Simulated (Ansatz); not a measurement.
# Property card for NaMgF3

Method: DFT r2SCAN, scalar-relativistic, plane waves, PAW (Ansatz 0.2.0).

Cutoff 500 eV; k points 6×6×6 on the computed 5-atom cell (Γ-centred); Gaussian smearing, width 0.02 eV; no spin polarisation.

The structure is relaxed at this level of theory with its symmetry kept.

```cif
data_structure
_symmetry_space_group_name_H-M 'Pm-3m'
_symmetry_Int_Tables_number 221
_cell_length_a 3.8874
_cell_length_b 3.8874
_cell_length_c 3.8874
_cell_angle_alpha 90.000
_cell_angle_beta 90.000
_cell_angle_gamma 90.000
_cell_volume 58.75
loop_
_atom_site_label
_atom_site_type_symbol
_atom_site_symmetry_multiplicity
_atom_site_Wyckoff_symbol
_atom_site_fract_x
_atom_site_fract_y
_atom_site_fract_z
_atom_site_occupancy
Na1 Na 1 a 0.00000 0.00000 0.00000 1
Mg1 Mg 1 b 0.50000 0.50000 0.50000 1
F1 F 3 c 0.50000 0.50000 0.00000 1
```

**Question.** Formation energy from the elements' standard states (uncorrected)?

**Answer.** -3.463 eV/atom.

**Question.** Generalised Kohn–Sham band gap?

**Answer.** 7.07 eV, indirect from R to Γ.

**Question.** Löwdin character of the top 1 eV of the valence band?

**Answer.** F 2p 99 %.

**Question.** Löwdin character of the lowest 1 eV of the conduction band?

**Answer.** Na 3s 65 %, F 2s 17 %, Mg 3s 13 %.

**Question.** Electron masses at the edge by Cartesian direction of the standard setting (m_e; degenerate bands sorted by energy; no spin-orbit coupling)?

**Answer.** x: 0.56; y: 0.56; z: 0.56.

**Question.** Hole masses at the edge by Cartesian direction of the standard setting (m_e; degenerate bands sorted by energy; no spin-orbit coupling)?

**Answer.** x: over 30, 1.7, 1.7; y: over 30, 1.7, 1.7; z: over 30, 1.7, 1.7.

**Question.** Bulk modulus?

**Answer.** 79 GPa.

**Question.** Its pressure derivative?

**Answer.** 4.3.

**Question.** Electronic dielectric constant xx, yy, zz of the standard setting (independent particles)?

**Answer.** 1.9, 1.9, 1.9.

**Question.** Bader charges (e)?

**Answer.** Na (1 in the cell) 0.93, Mg (1 in the cell) 1.79, F (3 in the cell) -0.91.

Symmetry holds off the tilts and polar distortions that many cubic perovskites undergo.

Cost: 12 runs of about 2.5 core-minutes in all, on Arm Neoverse V1 (shared hosts).